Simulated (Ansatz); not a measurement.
# FH4Si2: the cost of one run

Method: UKS PBE0/def2-SVP, in Ansatz 0.2.0.

1 further run of the same task is left out (it didn't finish).

### Step 1. The system as given

Bond lengths: F1–Si2 1.631 Å, Si2–Si3 2.294 Å, Si2–H4 1.420 Å, Si3–H5 1.492 Å, Si3–H6 1.484 Å, Si3–H7 1.550 Å. Angles: F1–Si2–Si3 112.3°, F1–Si2–H4 111.7°, Si3–Si2–H4 110.0°, Si2–Si3–H5 110.4°, Si2–Si3–H6 113.2°, Si2–Si3–H7 110.1°, H5–Si3–H6 109.3°, H5–Si3–H7 105.9°, H6–Si3–H7 107.6°.

Coordinates:

```xyz
7

F    -0.3865   -2.0461    1.2975
Si   -0.3196   -1.3568   -0.1788
Si    0.4164    0.8140   -0.0928
H    -1.5723   -1.4189   -0.8449
H     0.5752    1.3633   -1.4713
H    -0.4757    1.7035    0.6907
H     1.8238    0.8729    0.5539
```

### Step 2. End point A

Contents of input.yaml:

```yaml
crystal:
  periodic: [false, false, false]
  atoms:
    - { symbol: F, position_ang: [-0.3865, -2.0461, 1.2975] }
    - { symbol: Si, position_ang: [-0.3196, -1.3568, -0.1788] }
    - { symbol: Si, position_ang: [0.4164, 0.814, -0.0928] }
    - { symbol: H, position_ang: [-1.5723, -1.4189, -0.8449] }
    - { symbol: H, position_ang: [0.5752, 1.3633, -1.4713] }
    - { symbol: H, position_ang: [-0.4757, 1.7035, 0.6907] }
    - { symbol: H, position_ang: [1.8238, 0.8729, 0.5539] }
magnetization:
  spin_polarized: true
  initial_magnetization: 1
basis:
  gaussian: { orbitals: def2-SVP }
hamiltonian:
  xc: pbe0
relax:
  f_tol: 0.015
  max_steps: 40
```

Started as:

```console
> ansatz run input.yaml --threads 1 --pin off --max-ram 2048MiB --backend cpu --events-out ev --progress --plain --runs-dir out
```

What time and memory should one allow on 1 thread of Arm Neoverse V1, shared host?

About 22 s, with a peak of 0.16 GiB.
